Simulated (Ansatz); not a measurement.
Species: C₄H₄N, charge -1, multiplicity 1. It need not be the lowest isomer of its formula. Whether it binds its extra electron was not tested at this geometry. 
Structure (B3LYP-D3(BJ)/def2-TZVP (Ansatz, a first-principles code) minimum search):
```xyz
9

H      0.0205     0.0559     2.1175
N      0.0108     0.0669     1.1138
C      0.0032     1.2528     0.3797
C      0.0038    -1.0883     0.3491
C     -0.0094     0.7572    -0.9386
C     -0.0091    -0.6718    -0.9643
H      0.0084    -2.0796     0.7818
H     -0.0183     1.3838    -1.8237
H     -0.0172    -1.3276    -1.8273
```
Charge -1, spin multiplicity 1.

Basis-set convergence of Hartree-Fock and CCSD correlation energies (hartree) with Ansatz. Cores are frozen in the correlated levels unless marked. No spin-orbit coupling. No relativistic terms. This anion needs diffuse functions, which these sets lack.

```csv
basis,functions,E(HF),"E(corr, CCSD)"
cc-pVDZ,-,-208.16068,-0.72772
cc-pVTZ,206,…,…
```

Q: Some entries are withheld; supply them.

A: 
- cc-pVTZ, E(HF): -208.22121
- cc-pVTZ, E(corr, CCSD): -0.87018
